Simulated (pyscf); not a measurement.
`[SiH3][AsH]` [doublet] + `[H]` [doublet] → `[AsH2]` [doublet] + `[SiH3]` [doublet], a substitution at As (triplet surface; As–Si broken, As–H formed). Single points on ωB97X-D3(BJ)/def2-SVP structures (PySCF, gas phase). MP2 and CC: frozen core, UHF for open shells. ΔMP2 is the change of the MP2 total energy from the triple- to the quadruple-zeta basis. Energies in eV from the separated reactants.

Small-basis levels: PySCF, no dispersion term, spherical d functions. AM1 to PM7: differences of heats of formation from MOPAC. GFN2-xTB: tblite. Open shells are spin-unrestricted. 

```json
[
 {"level": "HF/STO-3G", "barrier": "0.12", "reaction energy": "-0.24"},
 {"level": "HF/6-31G*+LANL2DZ", "barrier": "0.17", "reaction energy": "-0.36"},
 {"level": "MP2/6-31G*+LANL2DZ", "barrier": "0.14", "reaction energy": "-0.20"},
 {"level": "B3LYP/STO-3G", "barrier": "-0.10", "reaction energy": "-0.50"},
 {"level": "B3LYP/LANL2DZ", "barrier": "-0.07", "reaction energy": "-0.85"},
 {"level": "B3LYP/6-311+G**+LANL2DZ", "barrier": "-0.06", "reaction energy": "-0.72"},
 {"level": "B3LYP/def2-SVP", "barrier": "-0.06", "reaction energy": "-0.60"},
 {"level": "GFN2-xTB", "barrier": "-0.31", "reaction energy": "-0.10"},
 {"level": "PM6", "barrier": "-0.02", "reaction energy": "+0.15"},
 {"level": "CCSD(T)/def2-TZVPP + ΔMP2(QZVPP)", "barrier": "0.01", "reaction energy": "-0.45"}
]
```

Against the last row the barrier runs from -0.32 (GFN2-xTB) to +0.16 eV (HF/6-31G*+LANL2DZ). At B3LYP/STO-3G, B3LYP/LANL2DZ, B3LYP/6-311+G**+LANL2DZ, B3LYP/def2-SVP, GFN2-xTB, PM6 this geometry lies under one side, so the entry may be no barrier of that level: it is a single point on another level's saddle. CCSD(T)/def2-TZVPP + ΔMP2(QZVPP) has limits of its own. H₃Si–AsH• + H• also meet on a surface of lower spin, which isn't treated here. AsH₂• + SiH₃• also meet on a surface of lower spin, which isn't treated here. This is the saddle that the search found; another between the same sides may lie lower. The angle at the attacked As is 178°. The CCSD(T) − MP2 part came from Ansatz, without density fitting, on the same reference. The frozen core leaves the outer d or s,p core shells of the metals and heavy elements correlated in the MP2 and CC values, and def2-TZVPP describes them poorly, which can shift differences by a few kcal/mol. In the def2 sets elements up to Kr have no core potential.
